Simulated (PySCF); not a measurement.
# BF (SMILES [B]F) at B3LYP/6-31G(d) (spherical functions)

Aim: the vertical electron affinity of BF at B3LYP/6-31G* (spherical functions), from 2 runs. The job is set up through a Python script.

The calculation is run with PySCF 2.14.0.

4 further runs of the same task are left out: 4 set aside as unsound or not needed.

**1. Starting point**

BF: 2 atoms, total charge 0, spin state singlet. As SMILES, `[B]F`. The shape is that of a PBE0-D4/def2-TZVP optimisation.

Bond lengths: B1–F2 1.263 Å.

**2. A single-point energy at B3LYP/6-31G(d) (spherical functions)**

Input file input.xyz:

```xyz
2

B      0.000000     0.000000    -0.009350
F      0.000000     0.000000     1.253740
```

Input file calc.py:

```python
from pyscf import gto, dft

mol = gto.M(
    atom='input.xyz',
    verbose=3,
    basis='6-31g*',
    max_memory=1860,
)

mf = dft.RKS(mol)
mf.xc = 'b3lyp'
mf.grids.level = 5
mf.conv_tol = 1e-10
mf.kernel()
if not mf.converged:
    mf = mf.newton().run(mf.mo_coeff, mf.mo_occ)

e_tot = mf.e_tot
print('E(%s) = %.9f' % ('B3LYP', e_tot))
```

Launch:

```sh
$ OMP_NUM_THREADS=1 python calc.py
```

Standard output:

```text
converged SCF energy = -124.656129233066
E(B3LYP) = -124.656129233
```

Run time: 1.5 s. Hardware: 1 thread of Arm Neoverse V2, shared host; peak memory 0.19 GiB.

**3. The doublet anion at the same level**

Input file run.py:

```python
from pyscf import gto, dft

mol = gto.M(
    atom='B 0.000000 -0.000000 -0.009350; F -0.000000 0.000000 1.253740',
    spin=1,
    basis='6-31g*',
    max_memory=1860,
    verbose=3,
    charge=-1,
)

mf = dft.UKS(mol)
mf.xc = 'b3lyp'
mf.conv_tol = 1e-10
mf.grids.level = 5
mf.kernel()
if not mf.converged:
    mf = mf.newton().run(mf.mo_coeff, mf.mo_occ)

e_tot = mf.e_tot
print('E(%s) = %.9f' % ('B3LYP', e_tot))
```

Launch:

```sh
$ OMP_NUM_THREADS=1 python run.py
```

Standard output:

```text
converged SCF energy = -124.560746184849  <S^2> = 0.75221097  2S+1 = 2.0022098
E(B3LYP) = -124.560746185
```

It took 2.4 s on 1 thread of Arm Neoverse V2, shared host; peak memory 0.2 GiB.

**4. Outcome**

At B3LYP/6-31G* (spherical functions):

| quantity | value |
| --- | --- |
| singlet BF: total energy | -124.65613 Eh |
| singlet BF: dipole moment | 1.10 D |
| singlet BF: HOMO energy | -7.28 eV |
| singlet BF: LUMO energy | -0.58 eV |
| singlet BF: HOMO–LUMO gap | 6.70 eV |
| doublet anion: total energy | -124.56075 Eh |
| doublet anion: HOMO energy (highest over α and β) | 5.83 eV |
| doublet anion: LUMO energy (lowest over α and β) | 7.90 eV |
| doublet anion: ⟨S²⟩ | 0.752 |
| vertical electron affinity (to the doublet anion) | -2.596 eV |

The anion lies 2.60 eV (60 kcal/mol) above the neutral: the electron isn't bound at this level, and such a value depends on the basis. Without diffuse functions anions come out too high. The HOMO (doublet anion) lies at positive energy, 5.83 eV; only total energies tell whether the electron is bound.
